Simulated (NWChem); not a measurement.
Species: CH cation, singlet

Program: NWChem. Low-valent species are run as closed-shell singlets; no triplet was tried in these runs. Geometry: optimised at PBE0/def2-SVP. Vertical excitations in the gas phase; the lowest state need not have the same character in each row.

### Question
Order these by “lowest excitation, singlet (eV)”, lowest first: LRC-wPBEh/aug-cc-pVDZ, full TDDFT; B3LYP/aug-cc-pVDZ, full TDDFT; LDA (Slater exchange, VWN5)/aug-cc-pVDZ, full TDDFT.

### Answer
LDA (Slater exchange, VWN5)/aug-cc-pVDZ, full TDDFT (2.57), LRC-wPBEh/aug-cc-pVDZ, full TDDFT (2.70), B3LYP/aug-cc-pVDZ, full TDDFT (2.80)
